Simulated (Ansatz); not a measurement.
A calculation with Ansatz (development build ahead of 0.2.0).

```yaml
crystal:
  periodic: [false, false, false]
  atoms:
    - { symbol: C, position_ang: [-0.00274, 0.02135, -0.68239] }
    - { symbol: C, position_ang: [-0.00872, -0.03779, 0.78815] }
    - { symbol: H, position_ang: [0.92486, 0.01689, 1.3517] }
    - { symbol: H, position_ang: [-0.93625, 0.02401, 1.35287] }
    - { symbol: H, position_ang: [-0.00082, 1.06298, -1.07552] }
    - { symbol: H, position_ang: [0.8938, -0.47101, -1.13152] }
    - { symbol: H, position_ang: [-0.88276, -0.4621, -1.11998] }
basis:
  gaussian: { orbitals: cc-pVTZ }
magnetization:
  spin_polarized: true
  initial_magnetization: 1
hamiltonian:
  xc: hf
```

The input is written out in the form of the current development build from the run's settings.

Results

```yaml
Converged: yes
Total_energy: -78.62639 hartree
Spin_squared_of_the_determinant: 0.764
```
